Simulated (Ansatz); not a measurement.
**H2SO, triplet: from triple and quadruple zeta to the limit**

```xyz
4

O    -0.9827   -0.2316    0.0000
H    -1.2320    0.6949    0.0000
H     0.2413   -0.2316    0.0000
S     1.9733   -0.2316    0.0000
```

Connectivity, by distances: OH ··· S ··· H.

Ansatz 0.2.0, UHF determinant, valence electrons correlated. Energies in eV.

| set | X | functions | Hartree–Fock | MP2 correlation | CCSD(T) correlation | time |
| --- | --- | --- | --- | --- | --- | --- |
| def2-TZVPP | 3 | 101 | -12884.6681 | -10.8039 | -11.9074 | 9.5 s on 1 × NVIDIA H100 80GB HBM3 with 1 thread of AMD EPYC 7R13 Processor (Zen 3) (shared host) |
| def2-QZVPP | 4 | 187 | -12885.0920 | -11.7332 | -12.7719 | 21 s on 1 × NVIDIA H100 80GB HBM3 with 1 thread of AMD EPYC 7R13 Processor (Zen 3), with other jobs on the host |

Hartree–Fock is taken to follow E(X) = E∞ + A·exp(−7.88·√X), correlation E(X) = E∞ + B·X^−2.97.

Cautions: lower spins were not checked.

Work out the CCSD(T) energy at the limit, and how far the shortcut misses it that extrapolates MP2 and adds CCSD(T) minus MP2 from the smaller set.

Hartree–Fock: E∞ = E4 + 0.1377·(E4 − E3) = -12885.1504. Correlation: E∞ = E4 + 0.7407·(E4 − E3) = -13.4123 for CCSD(T) and -12.4215 for MP2. The limit is -12898.5627 eV, 0.699 eV below def2-QZVPP. The shortcut gives a correlation energy of -12.4215 + (-1.1035) = -13.5251, 113 meV lower than the direct value.

Past Ne part of the Hartree–Fock step between the two sets comes from the cores, which don't follow the formula, so the 58 meV that it adds to the total can overshoot; that part largely cancels in differences.
